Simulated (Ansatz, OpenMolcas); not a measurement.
OF2 (oxygen difluoride): from total energies to a heat of formation

The species is OF2 (3 atoms), meant as a singlet with charge 0. SMILES: `FOF`. The coordinates come from a PBE0-D4/def2-TZVP relaxation.

```xyz
3

F     0.9533   -0.3400    0.4883
O     0.0005    0.5639    0.0620
F    -0.9538   -0.2240   -0.5503
```

Total energies at BLYP/cc-pVTZ (OpenMolcas 26.06); the atoms run unrestricted:

| species | state | energy (Eh) |
| --- | --- | --- |
| OF2 | singlet | -274.767611 |
| F | doublet | -99.752931 |
| O | triplet | -75.080284 |

Harmonic wavenumbers at PBE0-D4/def2-TZVP, in cm⁻¹: 508, 948, 1066.

Measured heats of formation of the gaseous atoms at 298.15 K, in kJ/mol: F 79.4, O 249.2. Spin-orbit lowering of the atoms at 298 K (mean of the ground term's levels less their thermal mean, from spectra), in kJ/mol: F 1.29, O 0.40. Take 1 Eh = 2625.50 kJ/mol, 1 cm⁻¹ = 0.0119627 kJ/mol, RT = 2.479 kJ/mol.

**Question.** Work out the heat of formation of the gas at 298 K.

**Answer.** 
1. Electronic atomisation energy: 2 × (-99.752931) + (-75.080284) − (-274.767611) = 0.181465 Eh = 476.4 kJ/mol.
2. Zero-point energy: half the sum of the wavenumbers, 1261 cm⁻¹ = 15.1 kJ/mol.
3. Thermal vibrational enthalpy, Σ hcν̃/(exp(hcν̃/kT) − 1): 0.8 kJ/mol. Translation, rotation and pV of a non-linear molecule: 4 RT = 9.9 kJ/mol.
4. The 3 free atoms carry 5/2 RT each: 18.6 kJ/mol.
5. Spin-orbit coupling lowers the free atoms by 2 × 1.29 + 0.40 = 3.0 kJ/mol.
6. Atomisation enthalpy at 298 K: 476.4 − 3.0 − 15.1 − 0.8 − 9.9 + 18.6 = 466.2 kJ/mol.
7. Sum of the atoms' heats of formation: 408.0 kJ/mol. Heat of formation: 408.0 − 466.2 = -58.2 kJ/mol.

The tabulated value is +24.7 kJ/mol (Active Thermochemical Tables), so this level is off by -82.9 kJ/mol, or 21.6 % of the atomisation enthalpy. Gradient-corrected functionals often overbind somewhat. Anharmonicity and any spin-orbit splitting of the molecule are left out.
